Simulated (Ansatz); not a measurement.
## HAl–PH, singlet in 6-31G: errors against full CI

Geometry: a PBE0/def2-TZVP stationary point for this spin, not checked as a minimum.

```yaml
atoms:
  - { symbol: Al, position_ang: [0.0000, 0.0033, 1.1038] }
  - { symbol: P, position_ang: [0.0000, 0.0453, -1.0264] }
  - { symbol: H, position_ang: [0.0000, -0.1169, 2.6818] }
  - { symbol: H, position_ang: [0.0000, -1.3656, -0.6878] }
```

Basis 6-31G; Ansatz 0.2.0. Only valence electrons are correlated (noble-gas cores frozen), which leaves 10 electrons in 20 orbitals. Prefix R: restricted or restricted open-shell reference. Active spaces: valence = (10e, 10o) chosen from the atoms' valence shells.

Full CI is exact within this basis and frozen core; it isn't the basis-set limit.

* UHF ⟨S²⟩: 0.000
* T1 diagnostic (RCCSD): 0.0297
* largest doubles amplitude (RCCSD): 0.118

| level | E − E(full CI) (kJ/mol) | share of correlation (%) | wall time |
| --- | --- | --- | --- |
| RHF | 326.4 | 0.00 | – |
| RMP2 | 72.0 | 77.94 | – |
| CISD | 35.1 | 89.25 | 0.39 s |
| RCCSD | 13.9 | 95.74 | – |
| RCCSD(T) | 3.1 | 99.06 | 0.48 s |
| BCCD(T) | 3.4 | 98.97 | 0.33 s |
| RCCSDT | 0.6 | 99.81 | – |
| CISDTQ | 2.0 | 99.37 | 8 s (H100) |
| RCCSDT(Q) | -0.1 | 100.03 | 1 s |
| RCCSDTQ | 0.0 | 100.00 | 13 s |
| CASSCF (valence space) | 81.6 | 75.01 | – |
| NEVPT2 (valence space) | 23.8 | 92.70 | 4.5 s |
| MRCISD (valence space) | 3.0 | 99.07 | – |
| MRCISD+Q (valence space) | 1.2 | 99.63 | 10 s (H100) |

The correlation energy at full CI, counted from RHF, is -3.382 eV. That run took 19 s on 2 threads of AMD EPYC 7R13 with a shared H100 80 GB, shared host over 120,187,136 determinants.

Times hold each run's SCF and search for its determinant on a shared host, so for small cases they say little of a method's own cost; rows without a card ran on 1 thread of AMD EPYC 7R13.

The full-CI state has the irrep A' of Cs, in the program's axes.

Natural occupations of full CI about the gap: 1.983 1.959 1.949 1.938 1.916 0.078 0.064 0.038 0.024 0.016; effectively unpaired electrons, Σ n²(2−n)², 0.11.

Atomization energy (electronic, same basis, no zero-point term; atoms at the same level, unrestricted beside the R rows where the molecule is a closed shell, with restricted open-shell steps beyond CCSDT(Q)) at full CI: 582.5 kJ/mol. Errors of other levels:

```tsv
level	error (kJ/mol)
RHF	-207.4
RMP2	-27.5
CISD	-34.2
RCCSD	-13.1
RCCSD(T)	-2.8
BCCD(T)	-3.1
RCCSDT	-0.6
CISDTQ	-2.0
RCCSDT(Q)	0.1
RCCSDTQ	0.0
CASSCF (valence space)	-25.1
NEVPT2 (valence space)	-2.1
MRCISD (valence space)	-2.4
MRCISD+Q (valence space)	-1.2
```

This basis is far from its limit, so the value isn't to be set against a measured one. Truncated CI isn't size-consistent, which counts against it in atomization.
